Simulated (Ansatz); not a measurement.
Structure relaxation of Ta₃Mo

The calculation used Ansatz 0.2.0, DFT PBE, scalar-relativistic, plane waves, PAW. Cutoff 420 eV, Γ-centred k mesh, Gaussian smearing, no spin polarisation in the final step.

Ta₃Mo was placed on the TiAl3 (D0_22) structure type (I4/mmm, No. 139), with Mo in place of Ti, Ta in place of Al, at a guessed volume.

```xyz
4
Lattice="-1.9380 1.9380 4.3290 1.9380 -1.9380 4.3290 1.9380 1.9380 -4.3290" Properties=species:S:1:pos:R:3 pbc="T T T"
Ta    0.0000    0.0000    4.3290
Ta    1.9380    0.0000    2.1645
Ta    0.0000    1.9380    2.1645
Mo    0.0000    0.0000    0.0000
```

Cell and atoms relax at zero pressure; the relaxation can't lower the symmetry of the start. After a coarse first stage the cell is made exact in the group found at 0.06 Å.

Energies over the elements count from the elements' standard structures at the same level, with no empirical corrections.

Q: Which crystal results?

A: It keeps I4/mmm (No. 139). The result has the TiAl3 (D0_22) structure. Conventional cell: a = 3.868 Å, c = 9.582 Å. Around Ta on Wyckoff site b (1 atom of the primitive cell) lie 4 Mo at 2.73 Å and 8 Ta at 3.08 Å; Ta on Wyckoff site d (2 atoms of the primitive cell) has 4 Ta at 2.73 Å, 4 Mo at 3.08 Å and 4 Ta at 3.08 Å; around Mo lie 4 Ta at 2.73 Å and 8 Ta at 3.08 Å.

Space group I4/mmm (No. 139). a = 3.868 Å, b = 3.868 Å, c = 9.582 Å, α = 90.00°, β = 90.00°, γ = 90.00°
```csv
atom,site,symmetry,x,y,z
Ta,2b,4/mmm,0.5000,0.5000,0.0000
Ta,4d,-4m2,0.5000,0.0000,0.2500
Mo,2a,4/mmm,0.0000,0.0000,0.0000
```

Q: What are its volume, energy, density and gap?

A: The volume per atom is 17.92 Å³, the density is 14.80 g/cm³ and the energy over the elements is 0.14 eV/atom. The gap on the 16×16×16 mesh is 0 eV (a metal).

The final run used a 16×16×16 mesh on its 4-atom cell and 0.10 eV smearing. For metals, differences of a few meV/atom aren't resolved. Spin–orbit coupling is left out. A structure relaxed within its symmetry needn't be a true minimum. The steps took roughly 4 core-minutes in all.